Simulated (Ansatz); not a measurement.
C3H4F2O can be A, `FC[C@@H]1O[C@H]1F`, or B, `CC(F)(F)C=O`.

Computed with Ansatz on PBE0-D4/def2-TZVP structures; ΔE is electronic, products minus reactants. CCSD(T)/CBS adds triple-zeta CCSD(T) − MP2 to the extrapolated MP2 energy (def2 sets, frozen cores). Functionals use def2-TZVPP. B3LYP here is the variant with VWN-RPA as its local correlation; programs differ in this. Each species was taken in one conformer, which may not be the lowest.

(1) Which isomer does CCSD(T)/CBS put lower? Give the gap. (An estimate is asked.)

(2) Give E(B) − E(A) in kcal/mol with r2SCAN-D4, PBE-D4, HF/def2-TZVPP, B3LYP, B2PLYP, CCSD(T)/def2-TZVPP, PBE0-D4. (Estimate.)

Largest T1 diagnostic: 0.013.

Results:

(1) Computed: B, by 27.2 kcal/mol.

(2) Ansatz gave: r2SCAN-D4 -26.2, PBE-D4 -24.3, HF/def2-TZVPP -30.4, B3LYP -27.4, B2PLYP -27.8, CCSD(T)/def2-TZVPP -27.4, PBE0-D4 -23.8. None reverses the order clearly.

In def2-TZVPP, CCSD(T) changes the Hartree–Fock value by +2.9 kcal/mol (the triples alone add −0.1 kcal/mol) and MP2 by +4.0 kcal/mol.
